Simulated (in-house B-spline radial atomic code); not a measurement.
## RPA and G0W0 on PBEsol: He

Configuration 1s2, mean-field start PBEsol. Computed with a B-spline radial code for spherical atoms: all electrons, scalar-relativistic (spin-free one-electron X2C), finite nucleus, each spin shell either full or empty, empty states to l = 9 with an (l + 1/2)⁻⁴ tail; G0W0 by contour deformation at full frequency.

Command:
```bash
python run_gw.py task.json out
```
Settings (radii: box in bohr, nucleus in fm):
```
Z                        2
electrons                2
configuration            1s2
hamiltonian              x2c
method                   pbesol
lmax                     9
rms_radius               1.6755
spin_polarised           False
box_radius               40
intervals                76
ion_configuration        1s1
```

Time taken, with all properties: 1.1 s on 1 thread of Arm Neoverse V2, on a shared host.

Energies (hartree):

```csv
term,value
mean-field total,-2.85783
Hartree-Fock functional on these orbitals,-2.86033
direct second order,-0.098132
second-order exchange,0.049066
SOSEX correction,0.042074
```

Q: What is the RPA correlation energy, and what remains with SOSEX?

A: RPA gives -0.084147 hartree (-1.14 eV per electron); RPA + SOSEX gives -0.042073, and the second-order doubles -0.049066 hartree (no singles). SOSEX takes back 50 % of the RPA value, the self-correlation of each of the two electrons.

Quasi-particle levels (eV):

```json
{"level": "1s", "occupied": "yes", "mean field": "-15.498", "Σx - vxc": "-9.72", "Σc": "?", "QP weight": "?", "G0W0": "?"}
```

G0W0 = mean field + (Σx - vxc) + Σc, with Σc (partial-wave tail included) taken at the quasi-particle energy.

Q: Where does G0W0 put 1s?

A: At -23.494 eV, with Σc = 1.72 eV and a quasi-particle weight of 0.829. The tabulated removal energy is 24.587 eV (NIST, measured).

Q: What does it cost to remove one electron (to 1s1) by differences of total energies, each species on its own start (correlation terms add to the Hartree-Fock functional)?

A: PBEsol 24.168 eV, Hartree-Fock functional 23.426 eV, + RPA 25.116 eV, + RPA + SOSEX 24.571 eV, + second order 24.762 eV. Tabulated: 24.587 eV (NIST, measured).
